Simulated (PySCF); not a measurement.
Cartesian coordinates (Å):
SMILES: [OH]
```xyz
2

O      0.4865     0.0000     0.0000
H     -0.4865     0.0000     0.0000
```
Charge 0, spin multiplicity 2.

### Question
Predict the dipole moment, total energy and highest occupied spin orbital from ωB97X-D3(BJ)/def2-TZVP // PBE0-D3(BJ)/def2-TZVP (PySCF).

### Answer

```json
{
 "dipole_moment": "1.77 D",
 "total_energy": "-2061.98 eV",
 "highest_occupied_spin_orbital": "-11.83 eV"
}
```
